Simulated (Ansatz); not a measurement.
For hcp Pt (model structure), LDA (plane waves, PAW; Ansatz, an electronic-structure program) gives:

```
Item                  Result
-------------------  -------
lattice parameter a  2.716 Å
lattice parameter c  4.655 Å
```

Q: What does r²SCAN (Ansatz, plane waves, PAW) give for the same quantities?

A: 
- lattice constant a: 2.741 Å (increases by 0.9 %)
- lattice parameter c: 4.741 Å (rises by 1.8 %)

Changes are worked out from the printed values.

Unless a cell is named, each level is at its own relaxed cell (LDA 14.87, r²SCAN 15.42 Å³/atom).

Levels without +SOC leave out spin–orbit coupling, which shifts energies and cells of such heavy elements.

The crystal itself was run without spin with r²SCAN; a magnetic state was not tried in these runs.

Ansatz's density-functional and Hartree–Fock values are scalar-relativistic unless marked +SOC, with PAW data made under PBE.

A model structure was made by putting elements into a prototype or built by hand; it is no filed structure, need not be a known phase, and can be a saddle point held by its symmetry.
